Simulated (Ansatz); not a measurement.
Cubic perovskite SrTiO3 (cubic form, which distorts at low temperature), treated with revPBE (PAW; Ansatz, an electronic-structure program).

Settings: plane-wave cutoff 520 eV, 10×10×10 k mesh, Fermi–Dirac smearing 0.01 eV, no spin polarisation, scalar-relativistic PAW data made under PBE.

Properties against volume:

```csv
V (Å³/atom),P (GPa),direct gap at Γ (eV),smallest gap on the k mesh (eV)
11.695,11.33,2.283,1.953
11.944,7.14,2.257,1.913
12.193,3.37,2.228,1.872
12.442,0.00,2.198,1.832
12.691,-3.03,2.167,1.792
12.940,-5.75,2.135,1.753
13.189,-8.19,2.103,1.714
```

The fundamental gap (1.83 eV at the equilibrium volume, with added k points) lies elsewhere than Γ–Γ.

Measured, for comparison: band gap 3.59 eV (zero-point renormalisation of 336 meV (experimental, the table's column) added back here, indirect; inputs from Miglio et al. (2020), arXiv:2011.12765).

Note: the relaxation could not lower the start's symmetry, so the cell can be a saddle point above a distorted one.

Spin–orbit coupling is not included.
